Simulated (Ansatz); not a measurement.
# CH4FSi: comparison of dispersion corrections

Computed with Ansatz 0.2.0, driven from Python. The levels of theory stand in the script.

**1. The system**

Bond lengths: F1–C2 1.381 Å, C2–Si3 1.867 Å, C2–H4 1.109 Å, C2–H5 1.109 Å, Si3–H6 1.470 Å, Si3–H7 1.470 Å. Angles: F1–C2–Si3 109.5°, F1–C2–H4 109.5°, F1–C2–H5 109.5°, Si3–C2–H4 109.4°, Si3–C2–H5 109.5°, H4–C2–H5 109.5°, C2–Si3–H6 109.4°, C2–Si3–H7 109.4°, H6–Si3–H7 109.5°.

ch4fsi.xyz, read by the script:

```xyz
7

F    -1.53120    0.58030    0.84960
C    -0.77860   -0.09380   -0.09250
Si    1.00430   -0.14760    0.45790
H    -0.84860    0.43170   -1.06700
H    -1.16300   -1.12870   -0.20170
H     1.80340   -0.86620   -0.54560
H     1.51380    1.22440    0.59920
```

**2. Script**

disp_ch4fsi.py reads:

```python
"""Dispersion corrections for CH4FSi."""

import ansatz as az

BASIS = "def2-SVP"


def main() -> None:
    molecule = az.Crystal.molecule_from_extxyz("ch4fsi.xyz")

    calc = molecule.calculation()
    calc = calc.basis(gaussian=BASIS)
    calc = calc.spin("collinear", total=1)
    calc = calc.scf(lower_state_search="standard")
    for name in ["b3lyp", "revpbe"]:
        for correction in ("d3bj", "d4"):
            summary = calc.functional(name, dispersion=correction).run(threads=1, backend="cpu").report
            print(f"{name:8s} {correction:5s} total {summary['free_energy_ev']:.5f} eV, of which dispersion {1000 * summary['dispersion']['energy']['ev']:.2f} meV")


if __name__ == "__main__":
    main()
```

**3. The input behind the calls**

The package turns the script's settings into the engine's input (first run):

```yaml
crystal:
  periodic: [false, false, false]
  atoms:
    - { symbol: F, position_ang: [-1.5312, 0.5803, 0.8496] }
    - { symbol: C, position_ang: [-0.7786, -0.0938, -0.0925] }
    - { symbol: Si, position_ang: [1.0043, -0.1476, 0.4579] }
    - { symbol: H, position_ang: [-0.8486, 0.4317, -1.067] }
    - { symbol: H, position_ang: [-1.163, -1.1287, -0.2017] }
    - { symbol: H, position_ang: [1.8034, -0.8662, -0.5456] }
    - { symbol: H, position_ang: [1.5138, 1.2244, 0.5992] }
basis:
  gaussian:
    orbitals: def2-SVP
hamiltonian:
  xc: b3lyp
  dispersion: d3bj
magnetization:
  spin_polarized: true
  initial_magnetization: 1.0
scf:
  lower_state_search: standard
```

**4. Launch**

The run is started by

```
$ python disp_ch4fsi.py
```

Q: Estimate wall time and peak memory on 1 thread of AMD EPYC 9R14 (Zen 4), shared host.

About 5.3 s, with a peak of 0.22 GiB.
